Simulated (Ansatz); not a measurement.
Geometry optimisation, Ansatz, RKS PBE0-D4/def2-TZVP.

Input:

```yaml
crystal:
  periodic: [false, false, false]
  atoms:
    - { symbol: B, position_ang: [0.303426, 0.0, 0.120588] }
    - { symbol: F, position_ang: [0.371813, 0.0, 1.433802] }
    - { symbol: H, position_ang: [1.343049, 0.0, -0.459331] }
    - { symbol: H, position_ang: [-0.781988, 0.0, -0.38136] }
basis:
  gaussian: { orbitals: def2-TZVP }
hamiltonian:
  xc: pbe0
  dispersion: d4
relax:
  f_tol: 0.03
  max_steps: 50
```

Command:

```bash
$ ansatz run input.yaml --threads 1 --pin off --max-ram 2048MiB --backend cpu --events-out ev --progress --plain --runs-dir out
```

Task: Where does it end, and by what steps?

Result: The forces met the threshold. After 2 steps the energy has fallen by 0.003 eV; H3 moved furthest, 0.02 Å.

```tsv
step	energy less start (eV)	largest force component (eV/Å)	accepted
0	0.0000	0.212	yes
1	-0.0029	0.066	yes
2	-0.0032	0.014	yes
```

```xyz
4
Properties=species:S:1:pos:R:3
B 0.307 0.000 0.129
F 0.364 0.000 1.444
H 1.341 0.000 -0.475
H -0.775 0.000 -0.384
```

Whether the end is a true minimum wasn't checked by a vibrational analysis.

Time of the run: 3.4 s on 1 thread of Arm Neoverse V1, on a shared host, peak memory 0.1 GiB.
